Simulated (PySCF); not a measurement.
**Core-level binding energies of CH3BO**

Compound: CH₃BO.
Numbering: `[CH3:1][B:2]=[O:3]`

Cartesian coordinates in Å at the PBE0-D3(BJ)/def2-SVP level; atoms count from 1:
```xyz
6
CH3BO angstrom
C     -0.5172    0.0406    0.0115
B      1.0101   -0.0772   -0.0440
O      2.2109   -0.1697   -0.0869
H     -0.8774   -0.1256    1.0375
H     -0.9837   -0.7060   -0.6479
H     -0.8365    1.0419   -0.3132
```

The calculation used delta-SCF UKS SCAN, pcX-2 on the ionised atom, pcseg-1 elsewhere, spin-free X2C (PySCF 2.14.0). Each binding energy is the total energy of the core-ionised species, with the hole localised on one atom, minus that of the ground state; both are solved self-consistently, so orbital relaxation is included.

Task: What binding energy does each computed site have?

Result: 
```tsv
atom(s)	bonded to	level	binding energy (eV)	count
C1	3 H and B	C 1s	291.85	1
B2	O (double bond) and C	B 1s	197.64	1
O3	B (double bond)	O 1s	537.95	1
```

Task: Which photon energy gives electrons from O 1s of O3 a kinetic energy of 20 eV, and what is their de Broglie wavelength?

Result: hν = 537.95 + 20 = 557.95 eV, recoil neglected; λ = 12.264 Å/√(E/eV) = 2.74 Å.

Isolated species at its PBE0-D3(BJ)/def2-SVP geometry, gas phase.
